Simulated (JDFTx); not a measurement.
System: carbonyl sulfide, COS (SMILES O=C=S), charge 0, multiplicity 1; geometry: optimised with GFN2-xTB in vacuum (no frequencies checked; largest PBE force component 2.0 eV/Å). Coordinates in Å:
```
O    -1.35    0.00    0.00
C    -0.19    0.00    0.00
S     1.35    0.00    0.00
```

All numbers are PBE, GBRV ultrasoft potentials, plane waves to 20/100 Ha results from a modified build of JDFTx, not measurements. Liquid: CANDLE, water, 1 M NaCl. The liquid run sits in a periodic box with 4.5 Å from the outermost atoms to the faces; the vacuum run is isolated. The box matters at about 0.01 eV. The solvation energy is E(in liquid) − E(vacuum) at fixed geometry, with no thermal, conformational or standard-state terms added.

### Question
What does the calculation give for the solvation energy, its fluid terms and the levels?

### Answer
The solvation energy comes out as 1.3 kcal/mol, the part: cavitation term of the fluid comes out as 8.1 kcal/mol and the part: dispersion term of the fluid is -5.4 kcal/mol. The part: electrostatic term of the fluid comes out as -1.6 kcal/mol, the part: distortion of the solute's electrons is 0.2 kcal/mol and the dipole moment in vacuum comes out as 0.80 D. The dipole moment in the liquid is 1.20 D and the highest occupied level in vacuum (zero: vacuum level) is -7.49 eV. The highest occupied level in the liquid (zero: bulk electrolyte) comes out as -7.21 eV.
